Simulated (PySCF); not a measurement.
C4H8, SMILES CC(C)=C. Atoms are numbered in the order given.

```xyz
12

C     -1.2742     0.0000    -0.6796
C      0.0000     0.0000     0.1237
C      1.2742     0.0000    -0.6796
C      0.0000     0.0000     1.4633
H     -1.3225    -0.8840    -1.3400
H     -1.3225     0.8840    -1.3400
H     -2.1672     0.0000    -0.0379
H      1.3225    -0.8840    -1.3400
H      2.1672     0.0000    -0.0379
H      1.3225     0.8840    -1.3400
H      0.9330     0.0000     2.0344
H     -0.9330     0.0000     2.0344
```
Charge 0, spin multiplicity 1.

The structure is a stationary point at B3LYP-D3(BJ)/def2-SVP.

Calculation: CAM-B3LYP/def2-TZVP (PySCF).

The molecule is in vacuum.

Computed frontier levels, gap, dipole moment and polarisability:
```
Property                                                                                                       Result
---------------------------------------------------------------------------------------------  ----------------------
highest occupied level                                                                                       -8.35 eV
lowest empty level                                                                                            1.62 eV
orbital gap                                                                                                   9.96 eV
dipole moment                                                                                                  0.56 D
quadrupole, principal values (traceless, Buckingham form, about the centre of nuclear charge)   -2.24, 0.69, 1.55 D·Å
mean static polarisability                                                                       50.7 bohr³ (7.51 Å³)
polarisability, principal values                                                               38.5, 50.3, 63.3 bohr³
```
